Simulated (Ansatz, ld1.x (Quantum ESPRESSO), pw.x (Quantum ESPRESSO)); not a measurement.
# pw.x on diamond Al: one setting changed

Potential: PAW, ld1.x (Quantum ESPRESSO) 7.5, PBEsol; core [Ne], reference 3s2 3p1; waves: 3s (bound): rcut 2.05, rcutus 2.25 bohr; 3s channel at 1.1 Ry: rcut 2.05, rcutus 2.25 bohr; 3p (bound): rcut 1.55, rcutus 2.15 bohr; 3p channel at 0.85 Ry: rcut 1.55, rcutus 2.15 bohr; 3d channel at -0.1 Ry: rcut 1.45, rcutus 1.95 bohr; local part: all-electron potential smoothed inside 1.95 bohr (lloc = -1); core correction: Bessel-smoothed model core inside 1.05 bohr; augmentation: PSQ, radius 1.45 bohr.

The reference run (k-mesh 8³, cutoffs 40/320 Ry, Fermi–Dirac 0.01 Ry, mixing_beta 0.4, conv_thr 1e-9, no spin) gives 0.06 GPa at 26.969 Å³/atom, where all-electron LAPW gives 0.01 GPa. This run, with its own iteration cap, changes degauss to 0.02.

```
&control
  calculation='scf', prefix='x', pseudo_dir='./', outdir='./tmp', tstress=.true., disk_io='none'
/
&system
  ibrav=0, nat=2, ntyp=1, ecutwfc=40, ecutrho=320, nbnd=10,
  occupations='smearing', smearing='fd', degauss=0.02
/
&electrons
  conv_thr=1e-09, mixing_beta=0.4, electron_maxstep=60
/
ATOMIC_SPECIES
Al 1.0 Al.UPF
CELL_PARAMETERS angstrom
  0.00000000 2.99885141 2.99885141
  2.99885141 0.00000000 2.99885141
  2.99885141 2.99885141 0.00000000
ATOMIC_POSITIONS crystal
Al 0.0000 0.0000 0.0000
Al 0.2500 0.2500 0.2500
K_POINTS automatic
8 8 8 0 0 0
```

```bash
pw.x < Al.scf.in > Al.scf.out
```

Q: How does the run end?

A: It converges in 6 iterations; the free energy moves by -66.8 meV/atom and the pressure by +0.31 GPa. In a metal, with Fermi–Dirac smearing, F lies below its zero-width value by a term in the square of the width.

```
Message from routine setup:
     using ibrav=0 with symmetry is DISCOURAGED, use correct ibrav instead
     lattice parameter (alat)  =       8.0144  a.u.
     unit-cell volume          =     363.9917 (a.u.)^3
     number of electrons       =         6.00
     number of Kohn-Sham states=           10
     kinetic-energy cutoff     =      40.0000  Ry
     charge density cutoff     =     320.0000  Ry
     scf convergence threshold =      1.0E-09
     Exchange-correlation= SLA  PW   PSX  PSC
     number of k points=    29  Fermi-Dirac smearing, width (Ry)=  0.0200
     iteration #  1     ecut=    40.00 Ry     beta= 0.40
     total energy              =     -76.92117031 Ry
     estimated scf accuracy    <       0.00848310 Ry
     iteration #  2     ecut=    40.00 Ry     beta= 0.40
     total energy              =     -76.92103635 Ry
     estimated scf accuracy    <       0.00289237 Ry
     iteration #  3     ecut=    40.00 Ry     beta= 0.40
     total energy              =     -76.92107033 Ry
     estimated scf accuracy    <       0.00001750 Ry
     iteration #  4     ecut=    40.00 Ry     beta= 0.40
     total energy              =     -76.92107223 Ry
     estimated scf accuracy    <       0.00000047 Ry
     iteration #  5     ecut=    40.00 Ry     beta= 0.40
     total energy              =     -76.92107229 Ry
     estimated scf accuracy    <          1.0E-09 Ry
     iteration #  6     ecut=    40.00 Ry     beta= 0.40
     the Fermi energy is     2.8365 ev
!    total energy              =     -76.92107229 Ry
     estimated scf accuracy    <          8.5E-11 Ry
     smearing contrib. (-TS)   =      -0.02531031 Ry
     The total energy is F=E-TS. E is the sum of the following terms:
     one-electron contribution =       3.58798220 Ry
     hartree contribution      =       0.39430460 Ry
     xc contribution           =     -24.17341165 Ry
     ewald contribution        =      -8.55498769 Ry
     one-center paw contrib.   =     -48.14964945 Ry
     convergence has been achieved in   6 iterations
          total   stress  (Ry/bohr**3)                   (kbar)     P=        3.72
     Message from routine punch:
     Nothing written, as per user request (disk_io='none')
```

The run took about 12 s on one core of a shared host (Neoverse-V1, 32 threads, 247 GiB, load 27).
